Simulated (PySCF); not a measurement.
## Electronic absorption of CH6NP

CH₆NP.
Geometry (PBE0-D3(BJ)/def2-SVP, Å), atoms numbered from 1 in this order:
```
atom  x, y, z in Å
C1    -1.5527   -0.4913    0.0425
N2    -0.4115    0.0893   -0.6057
P3     1.0419    0.0684   -0.0495
H4    -1.4904   -1.5926    0.1662
H5    -2.4528   -0.3008   -0.5657
H6    -1.7648   -0.0729    1.0488
H7     1.7623   -1.1655    0.1633
H8     1.9120    0.7422   -0.9343
H9     1.3845    0.6883    1.2094
```

Method: PySCF, TDDFT CAM-B3LYP/def2-SVPD, vertical, gas phase, core orbitals frozen in the response.

| state | E (eV) | ν̃ (cm⁻¹) | f | main configurations (H = HOMO, L = LUMO) |
| --- | --- | --- | --- | --- |
| S1 | 5.08 | 40950 | 0.0036 | H→L+1 (82%), H→L (14%) |
| S2 | 5.60 | 45140 | 0.026 | H→L (85%), H→L+1 (13%) |
| S3 | 5.95 | 47950 | 0.010 | H-1→L+1 (75%), H-1→L (15%) |
| S4 | 6.13 | 49440 | 0.0003 | H→L+2 (93%) |
| S5 | 6.38 | 51460 | 0.018 | H-1→L (77%), H→L+4 (13%) |
| S6 | 6.93 | 55890 | 0.074 | H→L+4 (47%), H-1→L+2 (41%) |

The lowest singlet comes at 244 nm (490 kJ/mol) in the ultraviolet; it is very weak; its leading configuration is HOMO→LUMO+1 (82%). The strongest level in the table is S6 at 6.93 eV (179 nm, f = 0.074). It is the last of those listed, so stronger ones may follow. Löwdin shares by element: HOMO nitrogen 54%, phosphorus 17%, carbon 11%, hydrogen 4% or more; LUMO hydrogen 44% or more, phosphorus 38% (atoms not listed hold the other 18%). Of the 6 states listed, 4 reach f = 0.01 and 1 stays under 0.0005. The oscillator strengths of these states sum to 0.133; summed over the whole spectrum of an exact calculation they would give the number of electrons, 34 (Thomas–Reiche–Kuhn). Orbital energies (eV): HOMO-3 -12.45, HOMO-2 -12.12, HOMO-1 -8.28, HOMO -7.58, LUMO 1.04, LUMO+1 1.28, LUMO+2 2.27. Only the lowest 6 singlets were computed, as vertical energies without vibronic structure.

Time: 6.0 s of wall time; peak memory 0.50 GiB. Hardware: an Arm Neoverse V1 with one thread (shared host).
